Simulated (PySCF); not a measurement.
# One shape, several levels: singlet CH5Si+

We compute a comparison of 6 runs (B2PLYP/aug-cc-pVDZ, M06-2X/aug-cc-pVDZ, M06-L/aug-cc-pVDZ, PBE0/aug-cc-pVDZ, wB97X/aug-cc-pVDZ, SCS-MP2/aug-cc-pVDZ) of singlet CH5Si+. The job is set up through a Python script.

The calculation is run with PySCF 2.14.0.

1 further run of the same task is left out (set aside as unsound or not needed).

## (1) Starting point

CH5Si+ has 7 atoms, charge +1, and is taken as a singlet. As SMILES of the parent species, `C[SiH2]`. Geometry: relaxed at PBE0-D4/def2-TZVP. That shape belongs to the parent species and isn't relaxed for this state.

Bond lengths: C1–Si2 1.875 Å, C1–H3 1.094 Å, C1–H4 1.092 Å, C1–H5 1.092 Å, Si2–H6 1.491 Å, Si2–H7 1.490 Å. Angles: C1–Si2–H6 111.8°, C1–Si2–H7 111.8°, Si2–C1–H3 110.5°, Si2–C1–H4 110.8°, Si2–C1–H5 110.8°, H6–Si2–H7 109.5°, H3–C1–H4 108.1°, H3–C1–H5 108.2°, H4–C1–H5 108.3°.

## (2) A single-point energy at B2PLYP/aug-cc-pVDZ (run 1)

job.py

```python
from pyscf import gto, dft, mp

mol = gto.M(
    atom='''
C     -0.231680    -1.517828     0.179902
Si     0.332970     1.955489     0.593374
H     -0.387016    -1.993472    -1.826609
H      1.321297    -2.614058     0.981713
H     -1.978732    -2.093250     1.113994
H     -1.798074     3.489190    -0.426511
H      2.741237     2.774118    -0.616051
''',
    verbose=3,
    charge=1,
    unit='bohr',
    basis='aug-cc-pvdz',
    max_memory=1860,
)

calc0 = dft.RKS(mol)
calc0.xc = '0.53*HF + 0.47*B88, 0.73*LYP'
calc0.conv_tol = 1e-10
calc0.grids.level = 5
calc0.kernel()
if not calc0.converged:
    calc0 = calc0.newton().run(calc0.mo_coeff, calc0.mo_occ)

pt = mp.MP2(calc0, frozen=6).run()
e_final = calc0.e_tot + 0.27 * pt.e_corr
print('PT2 part  %.8f' % (0.27 * pt.e_corr))
print('E = %.10f Eh' % e_final)
```

Command:

```bash
$ OMP_NUM_THREADS=1 python job.py
```

The log of the run:

```text
converged SCF energy = -329.995300895675
E(RMP2) = -330.290198756607  E_corr = -0.29489786093196
E(SCS-RMP2) = -330.301828695202  E_corr = -0.306527799527437
PT2 part  -0.07962242
E = -330.0749233181 Eh
```

It took 16 s on 1 thread of Intel Xeon at 2.70GHz, shared host; peak memory 0.46 GiB.

## (3) A single-point energy at M06-2X/aug-cc-pVDZ (run 2)

geometry.xyz

```xyz
7
CH5Si
C     -0.122600    -0.803200     0.095200
Si     0.176200     1.034800     0.314000
H     -0.204800    -1.054900    -0.966600
H      0.699200    -1.383300     0.519500
H     -1.047100    -1.107700     0.589500
H     -0.951500     1.846400    -0.225700
H      1.450600     1.468000    -0.326000
```

calc.py

```python
from pyscf import gto, dft

mol = gto.M(
    atom='geometry.xyz',
    max_memory=1860,
    verbose=4,
    charge=1,
    basis='aug-cc-pvdz',
)

myscf = dft.RKS(mol, xc='m06-2x')
myscf.conv_tol = 1e-10
myscf.grids.level = 5
myscf.kernel()
if not myscf.converged:
    myscf = myscf.newton().run(myscf.mo_coeff, myscf.mo_occ)

etot = myscf.e_tot
print('Final energy', etot)
```

Command:

```bash
$ OMP_NUM_THREADS=1 python calc.py
```

The log of the run:

```text
PySCF version 2.14.0

[... 78 lines left out ...]
converged SCF energy = -330.200028082913
Final energy -330.2000280829132
```

Wall time 27 s (1 thread of Intel Xeon at 2.70GHz, shared host); peak memory 0.52 GiB.

## (4) A single-point energy at M06-L/aug-cc-pVDZ (run 3)

job.py

```python
from pyscf import gto, dft

system = gto.Mole()
system.atom = [
    ('C', (-0.122600, -0.803200, 0.095200)),
    ('Si', (0.176200, 1.034800, 0.314000)),
    ('H', (-0.204800, -1.054900, -0.966600)),
    ('H', (0.699200, -1.383300, 0.519500)),
    ('H', (-1.047100, -1.107700, 0.589500)),
    ('H', (-0.951500, 1.846400, -0.225700)),
    ('H', (1.450600, 1.468000, -0.326000)),
]
system.charge = 1
system.basis = 'aug-cc-pvdz'
system.max_memory = 1860
system.verbose = 3
system.build()

ks = dft.RKS(system)
ks.xc = 'm06-l'
ks.conv_tol = 1e-10
ks.grids.level = 5
ks.kernel()
if not ks.converged:
    ks = ks.newton().run(ks.mo_coeff, ks.mo_occ)

energy = ks.e_tot
print(f'total energy: {energy:.8f} hartree')
```

Command:

```bash
$ OMP_NUM_THREADS=1 python job.py
```

The log of the run:

```text
converged SCF energy = -330.247744183354
total energy: -330.24774418 hartree
```

Run time: 28 s. Hardware: 1 thread of Intel Xeon at 2.70GHz, shared host; peak memory 0.52 GiB.

Runs 4 to 5 aren't shown in full; the table further down has their settings and results.

## (5) A single-point energy at SCS-MP2/aug-cc-pVDZ (run 6)

input.py

```python
from pyscf import gto, scf, mp

mol = gto.Mole()
mol.atom = [
    ('C', (-0.122600, -0.803200, 0.095200)),
    ('Si', (0.176200, 1.034800, 0.314000)),
    ('H', (-0.204800, -1.054900, -0.966600)),
    ('H', (0.699200, -1.383300, 0.519500)),
    ('H', (-1.047100, -1.107700, 0.589500)),
    ('H', (-0.951500, 1.846400, -0.225700)),
    ('H', (1.450600, 1.468000, -0.326000)),
]
mol.spin = 0
mol.verbose = 3
mol.basis = 'aug-cc-pvdz'
mol.charge = 1
mol.max_memory = 1860
mol.build()

mf = scf.RHF(mol)
mf.conv_tol = 1e-10
mf.kernel()
if not mf.converged:
    mf = mf.newton().run(mf.mo_coeff, mf.mo_occ)

pt = mp.MP2(mf, frozen=6).run()
e_final = mf.e_tot + 1.2 * pt.e_corr_os + pt.e_corr_ss / 3
print(f'total energy: {e_final:.8f} hartree')
```

Command:

```bash
$ OMP_NUM_THREADS=1 python input.py
```

The log of the run:

```text
converged SCF energy = -329.386926961491
E(RMP2) = -329.625072436944  E_corr = -0.238145475452805
E(SCS-RMP2) = -329.635215629361  E_corr = -0.248288667869798
total energy: -329.63521563 hartree
```

Run time: 2.3 s. Hardware: 1 thread of Intel Xeon at 2.70GHz, shared host; peak memory 0.21 GiB.

## (6) The series

```
run                level  frozen core orbitals  integration grid  energy (Eh)  HOMO energy (eV)  LUMO energy (eV)  HOMO–LUMO gap (eV)  wall time
  1   B2PLYP/aug-cc-pVDZ                     6                 5  -330.074923            -16.99             -9.13                7.86       16 s
  2   M06-2X/aug-cc-pVDZ                     –                 5  -330.200028            -16.97             -9.48                7.49       27 s
  3    M06-L/aug-cc-pVDZ                     –                 5  -330.247744            -14.78            -10.98                3.79       28 s
  4     PBE0/aug-cc-pVDZ                     –                 5  -330.075436            -15.88            -10.38                5.49       16 s
  5    wB97X/aug-cc-pVDZ                     –                 5  -330.234076            -18.28             -8.14               10.14       25 s
  6  SCS-MP2/aug-cc-pVDZ                     6                 –  -329.635216            -18.90             -6.95               11.94      2.3 s
```

## (7) Results

```
                                          quantity          value
                               run 6: total energy  -329.63522 Eh
        run 6: HOMO energy (Hartree–Fock orbitals)      -18.90 eV
        run 6: LUMO energy (Hartree–Fock orbitals)       -6.95 eV
      run 6: HOMO–LUMO gap (Hartree–Fock orbitals)       11.94 eV
run 6: correlation energy (6 core orbitals frozen)     -248.3 mEh
```

In words: Over runs 1, 2, 3, 4, 5 the HOMO–LUMO gap runs from 3.79 eV (M06-L/aug-cc-pVDZ) to 10.14 eV (wB97X/aug-cc-pVDZ). Totals of different functionals can't be ranked against each other. All runs together took 1.9 min, the longest 28 s.
